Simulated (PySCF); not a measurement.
Magnesium: a sound run and one with changed settings

Sound run: Mg [Ne] 3s2, Mg⁺ [Ne] 3s1. Computed with PySCF 2.14 in x2c-TZVPall, with scalar relativity by spin-free X2C-1e. In the sound run the correlated levels freeze [Ne]. The sound run starts from symmetry-adapted Hartree-Fock orbitals and uses a fine grid where one is needed.

Changed run: all electrons correlated in a basis built for the valence shell.

```json
{"species": "Mg", "method": "MP2", "sound run (hartree)": "-199.93462", "changed run (hartree)": "-200.10209", "converged": "yes"}
{"species": "Mg", "method": "CCSD(T)", "sound run (hartree)": "-199.94559", "changed run (hartree)": "-200.11786", "converged": "yes"}
{"species": "Mg⁺", "method": "MP2", "sound run (hartree)": "n/a", "changed run (hartree)": "-199.83357", "converged": "yes"}
{"species": "Mg⁺", "method": "CCSD(T)", "sound run (hartree)": "n/a", "changed run (hartree)": "-199.83968", "converged": "yes"}
```

Ionisation energy of Mg:

```tsv
method	sound run (eV)	changed run (eV)
UHF	6.621	6.621
MP2	7.211	7.307
SCS-MP2	7.329	7.403
CCSD	7.510	7.545
CCSD(T)	7.510	7.570
```

A valence basis has no tight correlating functions, so it recovers only part of the core correlation, and not evenly between atom and ion.

For comparison, NIST gives 7.646 eV between the lowest levels.
